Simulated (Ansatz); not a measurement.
Z-matrix (Å, degrees):
```
C
H 1 1.0931
C 1 1.3962 2 120.72
H 3 1.0924 1 121.22 2 0.00
C 1 1.3962 2 120.72 3 -180.00
H 5 1.0924 1 121.22 2 0.00
C 5 1.3989 6 120.39 1 180.00
N 7 1.3354 5 123.44 6 -180.00
C 8 1.3354 7 117.79 5 0.00
H 9 1.0966 8 116.43 7 -180.00
H 7 1.0966 8 116.43 9 -180.00
```
Charge 0, spin multiplicity 1.

These are frozen-core CCSD(T)/def2-TZVPP // B3LYP-D3(BJ)/def2-SVP in Ansatz (a quantum-chemistry and plane-wave program) values and carry that method's errors. The restricted HF reference is unstable towards unrestricted orbitals.

The HF energy is -246.78277 Ha and the MP2 correlation energy is -0.98168 Ha.

Q: Estimate the CCSD correlation energy, the (T) correction, the total energy and the T1 diagnostic.

A: 
```yaml
CCSD correlation energy: -1.00008 Ha
"(T) correction": -0.05407 Ha
CCSD(T) total energy: -247.83692 Ha
T1 diagnostic: 0.012
```
